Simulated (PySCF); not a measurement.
**Computed spin Hamiltonian**

Compound: Si₂H₅ (doublet state).
SMILES with atom numbers: `[SiH2:1][SiH3:2]` (hydrogens: H3, H4 on Si1; H5, H6, H7 on Si2)

Method: UKS B3LYP, IGLO-III on Si, pcH-1 on H, non-relativistic, mean-field spin-orbit, GIAO in PySCF. Isolated species at its PBE0-D3(BJ)/def2-SVP geometry, gas phase. Stability of the SCF solution: not tested.

| Item | Value |
| --- | --- |
| g1, g2, g3 | 2.00204, 2.00421, 2.00627 |
| g_iso | 2.00417 |
| Form of g | rhombic: the two nearest values differ by 49 % of g3 − g1 |
| ⟨S²⟩ | 0.7527 (exact 0.7500) |
| α and β electrons | 17, 16 |
| HOMO–LUMO gap, α and β orbitals | 5.99, 5.36 eV |
| Total energy | -581.99152 Eh |
| Basis functions | 138 |

Hyperfine couplings atom by atom, in mT; T1 to T3 are the principal values of the dipolar part (MHz turned into mT with g_iso):

```
atom  isotope   a_iso  of which spin–orbit     T1     T2    T3  Mulliken spin population
 Si1     29Si  -14.28                 0.04  -6.08   3.04  3.04                      0.97
 Si2     29Si   -0.66                 0.00  -0.26   0.07  0.19                      0.01
  H3       1H    0.39                 0.00  -0.36   0.05  0.30                      0.00
  H4       1H    0.40                 0.00  -0.36   0.05  0.30                      0.00
  H5       1H   -0.07                 0.00  -0.09  -0.04  0.13                      0.00
  H6       1H   -0.08                 0.00  -0.09  -0.04  0.13                      0.00
  H7       1H    2.72                 0.00  -0.09   0.00  0.09                      0.04
```

The largest Mulliken spin population is on Si1 (+0.97). The angles at Si1 add up to 338.8°, so it is pyramidal.

Axes: g2 points within 15° of the Si1–Si2 bond.

Under fast tumbling the dipolar parts average out, and these isotropic splittings remain: 3 × 1H (H5/H6/H7, I = 1/2, 4 lines) with 0.86 mT and 2 × 1H (H3/H4, I = 1/2, 3 lines) with 0.39 mT.

Means are taken over nuclei equivalent by connectivity, which assumes that they swap fast. The three 1H nuclei of mean +24.1 MHz run from -2.2 to 76.4 MHz in the frozen geometry.

The 29Si coupling of Si1 (-400.7 MHz) shows only in satellite lines or after enrichment, since that isotope makes up about 4.7 % of natural silicon.

The run took 6.5 s on one thread, Arm Neoverse V2, no GPU, on a shared host.
